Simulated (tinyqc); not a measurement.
Worked calculation: ROHF in the sto-6g basis, for H2O+, spin multiplicity 2. One step of it, computed by the program tinyqc.

Task: Iteration 1: diagonalisation and new density. Diagonalise F' = X^T F X, C = X C', fill 5 alpha and 4 beta electrons from the bottom; D(s) = C_occ C_occ^T. Each column has its largest component positive (the first on a tie).

effective F (hartree), lower triangle:
```
             1O 1s      1O 2s     1O 2px     1O 2py     1O 2pz      2H 1s      3H 1s
1O 1s   -20.710514
1O 2s    -5.024177  -2.505035
1O 2px    0.000000   0.000000  -0.319029
1O 2py    0.000660   0.001240   0.000000  -0.669703
1O 2pz   -0.021924  -0.104498   0.000000   0.000511  -0.669813
2H 1s    -0.537900  -0.664360   0.000000  -0.332730  -0.290516  -0.571299
3H 1s    -0.564992  -0.689645   0.000000   0.342165  -0.299127  -0.204502  -0.581851
```

X, lower triangle:
```
            1O 1s      1O 2s    1O 2px     1O 2py     1O 2pz      2H 1s     3H 1s
1O 1s    1.021775
1O 2s   -0.126980   1.088919
1O 2px   0.000000   0.000000  1.000000
1O 2py   0.000168  -0.001840  0.000000   1.037557
1O 2pz  -0.004267   0.039522  0.000000  -0.000974   1.022950
2H 1s    0.013443  -0.149398  0.000000  -0.117819  -0.087397   1.064358
3H 1s    0.013897  -0.156444  0.000000   0.121812  -0.090900  -0.041059  1.069059
```

Give: F' = X^T F X; orbital energies; coefficients C; D(alpha) after iteration 1; D(beta) after iteration 1.

Result:

F' = X^T F X (hartree), lower triangle:
```
          1        2        3        4        5        6        7
1  -20.3852
2   -2.5069  -1.5458
3    0.0000   0.0000  -0.3190
4    0.0013  -0.0031   0.0000  -0.5638
5   -0.0312  -0.0118   0.0000  -0.0021  -0.6079
6   -0.0374  -0.3103   0.0000  -0.2610  -0.1931  -0.3601
7   -0.0421  -0.3248   0.0000   0.2689  -0.2008  -0.0613  -0.3555
```

orbital energies (hartree): MO1 -20.7138, MO2 -1.4298, MO3 -0.8279, MO4 -0.7162, MO5 -0.3190, MO6 -0.0998, MO7 -0.0309

coefficients C:
```
            MO1      MO2      MO3      MO4     MO5      MO6      MO7
1O 1s    0.9967  -0.2253  -0.0027   0.0823  0.0000   0.0963   0.0156
1O 2s    0.0143   0.8898   0.0134  -0.3920  0.0000  -0.5443  -0.0901
1O 2px   0.0000   0.0000   0.0000   0.0000  1.0000   0.0000   0.0000
1O 2py  -0.0001  -0.0019   0.7503   0.0104  0.0000  -0.1028   0.7291
1O 2pz   0.0019   0.1381  -0.0083   0.8429  0.0000  -0.5715  -0.0876
2H 1s   -0.0023   0.1565   0.3513   0.2298  0.0000   0.7865  -0.5995
3H 1s   -0.0024   0.1636  -0.3555   0.2212  0.0000   0.5854   0.8048
```

D(alpha) after iteration 1, lower triangle:
```
          1O 1s    1O 2s  1O 2px   1O 2py  1O 2pz    2H 1s   3H 1s
1O 1s    1.0510
1O 2s   -0.2186   0.9458
1O 2px   0.0000   0.0000  1.0000
1O 2py  -0.0008   0.0043  0.0000   0.5631
1O 2pz   0.0402  -0.2077  0.0000   0.0022  0.7297
2H 1s   -0.0196   0.0539  0.0000   0.2656  0.2124   0.2007
3H 1s   -0.0201   0.0540  0.0000  -0.2647  0.2120  -0.0484  0.2021
```

D(beta) after iteration 1, lower triangle:
```
          1O 1s    1O 2s  1O 2px   1O 2py  1O 2pz    2H 1s   3H 1s
1O 1s    1.0510
1O 2s   -0.2186   0.9458
1O 2px   0.0000   0.0000  0.0000
1O 2py  -0.0008   0.0043  0.0000   0.5631
1O 2pz   0.0402  -0.2077  0.0000   0.0022  0.7297
2H 1s   -0.0196   0.0539  0.0000   0.2656  0.2124   0.2007
3H 1s   -0.0201   0.0540  0.0000  -0.2647  0.2120  -0.0484  0.2021
```
